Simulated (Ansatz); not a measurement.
Input file:

```yaml
crystal:
  periodic: [false, false, false]
  atoms:
    - {symbol: N, position_ang: [0.000000, 0.000000, 0.000000]}
    - {symbol: H, position_ang: [0.590343, 0.592302, 0.590214]}
    - {symbol: H, position_ang: [-0.592921, -0.588246, 0.591684]}
    - {symbol: H, position_ang: [-0.588983, 0.589598, -0.594267]}
    - {symbol: H, position_ang: [0.591561, -0.593654, -0.587631]}
basis:
  gaussian: {orbitals: def2-mTZVP}
total_charge: 1
magnetization: {spin_polarized: true, initial_magnetization: 2}
correlation: {method: bccd, electrons: outside_noble_gas}
accuracy: high
scf: {omitted_lower_state_checks: [cluster_reference]}
```

```sh
$ ansatz run in.yaml --threads 1 --pin off --events-out ev --progress --plain --max-ram 2176MiB
```

Log:

```
these checks for a lower state are left out or cut short: cluster_reference
594 factors; integrals over basis functions are off by at most 1.3e-8 eV
mean field evaluation 1: about -1522.2358 eV, gradient 2.3e1 eV
mean field evaluation 2: about -1522.2372 eV, gradient 2.3e1 eV
mean field evaluation 4: about -1524.4831 eV, gradient 1.9e0 eV
mean field evaluation 8: about -1524.5597 eV, gradient 2.3e-1 eV
mean field evaluation 16: about -1524.5639 eV, gradient 3.0e-4 eV
mean field evaluation 32: about -1524.9132 eV, gradient 1.6e0 eV
mean field evaluation 64: about -1524.3488 eV, gradient 1.6e-1 eV
mean field evaluation 96: about -1524.9380 eV, gradient 1.5e-4 eV
mean field evaluation 128: about -1524.9381 eV, gradient 1.2e-1 eV
mean field -1524.93799360 eV, -56.0404376246 hartree, gradient 1.7e-8 eV, S^2 2.006219; 11 other end points of the search recorded, 0 dependent functions left out
1 core orbitals not correlated: weight in the atoms' cores, before any rotation towards them, 1.000 or more for the frozen orbitals, at most 0.000 for the correlated occupied ones
reference -1524.93799360 eV, -56.0404376246 hartree; 5, 3 occupied and 25, 27 virtual orbitals, 594 factors
second order -4.14032492 eV of doubles, -0.00000000 eV of singles
cycle   1  -4.51264490 eV  change   -3.7e-1 eV  update   4.6e-2
...
cycle  24  -4.70736558 eV  change    2.2e-8 eV  update   2.3e-8
cycle  25  -4.70736557 eV  change    1.0e-8 eV  update   2.1e-8
cycle  26  -4.70736556 eV  change    6.3e-9 eV  update   1.8e-8
cycle  27  -4.70736556 eV  change    3.6e-9 eV  update   1.5e-8
cycle  28  -4.70736556 eV  change    4.0e-9 eV  update   1.3e-8
cycle  29  -4.70736556 eV  change   -1.3e-9 eV  update   1.1e-8
cycle  30  -4.70736557 eV  change   -7.5e-9 eV  update   7.9e-9
cycle  31  -4.70736557 eV  change  -8.0e-10 eV  update   2.8e-9
cycle  32  -4.70736557 eV  change  -3.2e-10 eV  update   1.2e-9
cycle  33  -4.70736557 eV  change  -3.1e-10 eV  update  6.9e-10
Total energy: -1529.64535916 eV, -56.2134301184 hartree
Checks for a lower state left out: cluster_reference
```

Ran on 1 thread of Intel Xeon 6975P-C, shared host: 1.1 s wall, 0.14 GiB peak host memory.
